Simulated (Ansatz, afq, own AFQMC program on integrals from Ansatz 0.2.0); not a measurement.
# Where AFQMC and coupled cluster stand for AlH, triplet

```yaml
atoms:
  - { symbol: Al, position_ang: [0.0000, 0.0000, 0.0000] }
  - { symbol: H, position_ang: [0.0000, 0.0000, 2.2240] }
```

Basis cc-pVTZ. Noble-gas cores (and the filled d shells of Ga–Kr and In–Xe) are frozen. Ansatz 0.2.0 and our own AFQMC program on the same integrals; the CISD trial comes from CCSD amplitudes, and released means the phaseless constraint is let go. Uncertainties: one standard error, sampling alone.

Determinant: ROHF, the one that the program's search chose, which needn't be the lowest solution. The geometry is a point of a scan.

Full CI on the same integrals is exact in this basis and with this determinant's frozen core.

Cautions: lower spins were not checked; a spin-contaminated unrestricted determinant lies lower (UHF 320 meV lower, ⟨S²⟩ 2.10); strong correlation (T1 0.082, weight of the determinant 0.87, largest double 0.12); the released energies are still falling, so no released level is given (meV from the phaseless value at times in 1/Eh: -1.2 ± 1.4 at 0.24, -2.8 ± 1.3 at 0.51, -4.5 ± 1.2 at 0.99, -8.7 ± 0.7 at 1.62, -10.0 ± 0.7 at 2.40).

- T1 diagnostic: 0.0821
- weight of the determinant in the CISD state: 0.869
- size of the correlated space: 4 electrons in 43 orbitals

```tsv
level	correlation energy (eV)
MP2	-1.3328
CCSD	-1.8922
CCSD(T)	-1.9483
```

(1) Estimate where full CI lies against CCSD(T) on the same integrals.

(1) 2.1 kJ/mol below CCSD(T).

Reference: full CI, correlation energy -1.970 eV. The cautions show a poor starting determinant, so the rows tell how each method copes with it here, and full CI is the sure value.

```tsv
level	E − E(reference) (kJ/mol)	share of correlation (%)
CCSD(T)	2.1	98.89
CCSDT	0.1	99.92
CCSDT(Q)	0.0	99.98
ph-AFQMC/CISD	1.2 ± 0.1	99.36
```

CCSDT and higher add their correlation energy to the determinant of the CCSD(T) run, since their own runs factorise the integrals more tightly (a shift of under 2 meV). A walk keeps the symmetry of its determinant, which the program's search chose and which needn't be the lowest solution, so a lower state of the same spin and another symmetry isn't excluded.
